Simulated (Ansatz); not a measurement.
Two shapes of singlet CH₂.

Shape 1:

```xyz
3

C     0.0429    0.0231   -0.1909
H    -0.0360    0.8966    0.5370
H     0.0445   -0.8464    0.5222
```

Shape 2:

```xyz
3

C     0.0000    0.0000   -0.1653
H     0.0000    0.7929    0.4958
H     0.0000   -0.7929    0.4958
```

Basis set: def2-TZVP (spherical functions). Left uncorrelated: 1 orbital. Charge 0, multiplicity 1.

Computed with Ansatz (development build ahead of 0.2.0); each method stands on the lowest determinant of its kind that the runs found.

(1) Which shape is lower in energy, and by how much in each method?

## Answers

(1)

```
 method  E(2) − E(1) (eV)
    RHF             0.128
RHF-MP2             0.184
```

Shape 1 is lower. Caution: in another basis set an unrestricted determinant lies well below; another spin multiplicity may lie lower.
